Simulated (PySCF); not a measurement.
What binds F2: the parts of the energy along the bond

State: singlet, closed shell. RHF-based CCSD(T) in PySCF 2.14 with F aug-cc-pVTZ and F aug-cc-pVQZ (frozen core orbitals: 2; no relativity). Correlation energies are extrapolated as n⁻³ (n = 3, 4), Hartree–Fock as (n+1)·exp(−9√n). CV is the change on freezing 0 orbitals instead, in F cc-pwCVTZ. SR is the spin-free X2C energy in F cc-pVTZ-DK less the non-relativistic one in F cc-pVTZ. All energies in eV from F + F.

```tsv
R (Å)	HF/CBS	CCSD corr.	(T)	CV	SR	total
1.2166	1.864	-2.428	-0.2037	-0.0130	0.0037	-0.777
1.2719	1.532	-2.568	-0.2360	-0.0085	0.0027	-1.277
1.3272	1.439	-2.714	-0.2714	-0.0050	0.0018	-1.550
1.3825	1.517	-2.867	-0.3104	-0.0023	0.0011	-1.662
1.4378	1.717	-3.025	-0.3532	-0.0003	0.0006	-1.661
1.5070	2.083	-3.230	-0.4129	0.0016	0.0001	-1.558
1.5761	2.527	-3.440	-0.4801	0.0029	-0.0002	-1.391
```

A fit to the total gives Re = 1.4088 Å, De = 1.673 eV, ωe = 929.1 cm⁻¹, Be = 0.8941 cm⁻¹ (masses 18.9984 and 18.9984 u).

Q: At R = 1.3825 Å the CCSD correlation energy is -0.535542 hartree in the smaller basis and -0.571910 in the larger. Extrapolate it.

A: (4³·E4 − 3³·E3)/(4³ − 3³) = -0.59845 hartree; the larger basis holds 95.6 % of it.

The T1 diagnostic is 0.012. The open-shell atoms are computed with UHF. Spin–orbit coupling, excitations beyond (T) and corrections to the Born–Oppenheimer picture are left out.
